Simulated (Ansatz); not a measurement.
What a trial cell of Ba2H relaxes into

Method: DFT PBE, scalar-relativistic, plane waves, PAW (Ansatz 0.2.0). Cutoff 420 eV, Γ-centred k mesh, Gaussian smearing, no spin polarisation in the final step.

Ba2H was placed on the MoSi2 (C11b) structure type (I4/mmm, No. 139), with H in place of Mo, Ba in place of Si, at a guessed volume.

```
Ba H
1.0
    -2.00002    2.00002    4.90630
     2.00002   -2.00002    4.90630
     2.00002    2.00002   -4.90630
Ba H
2 1
Direct
  0.66500 0.66500 0.00000
  0.33500 0.33500 0.00000
  0.00000 0.00000 0.00000
```

Cell and atoms relax at zero pressure; the relaxation can't lower the symmetry of the start. After a coarse first stage the cell is made exact in the group found at 0.06 Å.

Formation energies are uncorrected and refer to the elements' standard structures at the same level (H₂ as a molecule).

(1) Which crystal results?

(2) What are its volume, energy, density and gap?

## Answers

(1) It keeps I4/mmm (No. 139), but not the shape of the type it started on. Conventional cell: a = 3.810 Å, c = 14.462 Å. Around Ba lie 4 H at 3.25 Å and 5 Ba at 3.65–3.81 Å; around H lie 8 Ba at 3.25 Å and 4 H at 3.81 Å.

```xyz
3
Lattice="-1.9050 1.9050 7.2311 1.9050 -1.9050 7.2311 1.9050 1.9050 -7.2311" Properties=species:S:1:pos:R:3 pbc="T T T"
Ba    0.0000    0.0000    9.0541
Ba    0.0000    0.0000    5.4082
H     0.0000    0.0000    0.0000
```

(2) The volume per atom is 34.99 Å³ and the density is 4.36 g/cm³. The energy over the elements is 0.08 eV/atom and the gap on the 18×18×18 mesh is 0 eV (a metal).

The final run used a 18×18×18 mesh on its 3-atom cell and 0.10 eV smearing. The k mesh leaves about 4 meV/atom of noise in metals. A structure relaxed within its symmetry needn't be a true minimum.

Cost: 3 runs of about 5.6 core-minutes in all, on Intel Xeon Platinum 8259CL (Skylake/Cascade Lake) (shared hosts).